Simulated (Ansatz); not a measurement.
# SiH+ (triplet): the correlation ladder, def2-QZVPP

An exercise on one series of results from a longer session: the logs are not shown, and one member is left open.

Program: Ansatz 0.2.0, Gaussian basis. Level of theory: def2-QZVPP, core rule «outside noble gas», up to 5 orbitals frozen. These are calculated values, not measurements.

Plan: UHF; ROHF; CCSD(T) on UHF.

2 further runs of the same task are left out: 2 set aside as unsound or not needed.

### What is computed

The geometry is a PBE0/def2-TZVP stationary point (not a proven minimum) of the parent state, kept for this charge and spin.

2 atoms, charge 1, spin multiplicity 3.

Atoms are counted from 1 here; the program's logs count them from 0.

Bond lengths: Si1–H2 1.532 Å.

The first run:

The input, in.yaml:

```yaml
crystal:
  periodic: [false, false, false]
  atoms:
    - {symbol: Si, position_ang: [0.000000, 0.000000, 0.000000]}
    - {symbol: H, position_ang: [0.000000, 0.000000, 1.531705]}
basis:
  gaussian: {orbitals: "def2-QZVPP.json"}
total_charge: 1
magnetization: {spin_polarized: true, initial_magnetization: 2}
hamiltonian: {xc: hf}
output: {orbitals: {seedname: orbitals}}
```

Launch:

```console
$ ansatz run in.yaml --threads 1 --pin off --events-out ev --progress --plain --max-ram 4096MiB --backend cpu
```

Steps of the session up to this table: UHF; ROHF; CCSD(T) on UHF.

One table of the session follows, with a row left open; its other results are not shown here.

```
  method  from UCCSD(T) (meV)
    ROHF              +2052.7
     UHF              +1932.7
    UMP2                    ?
   UCCSD                +55.3
UCCSD(T)                    0
```

Estimate the missing values for UMP2.

**Answer.** from UCCSD(T) (meV): +500.6. In the column «from UCCSD(T) (meV)» it lies between UCCSD (+55.3) and UHF (+1932.7).
